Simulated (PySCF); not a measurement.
C2H3, SMILES [CH]=C (connectivity only; charge and spin as stated), charge +1, multiplicity 1.

Coordinates come from a B3LYP-D3(BJ)/def2-TZVP optimisation. The multiplicity is an assumed one; other spin states were not compared. The isomer is the one that the SMILES or the coordinates give; other isomers of the formula were not compared.

Method: PySCF with B3LYP/def2-TZVPD.

Symmetry labels are those of the subgroup C2v that the program uses (full group C2v).

Computed valence orbital energies around the gap with their symmetry:
```
orbital  symmetry  energy (eV)
-------  --------  -----------
HOMO−6         A1      -287.78
HOMO−5         A1      -285.54
HOMO−4         A1       -29.99
HOMO−3         A1       -24.14
HOMO−2         A1       -21.29
HOMO−1         B2       -20.40
HOMO           B1       -16.67
LUMO           B2       -11.33
LUMO+1         B1        -7.79
LUMO+2         A1        -4.89
LUMO+3         A1        -4.49
```
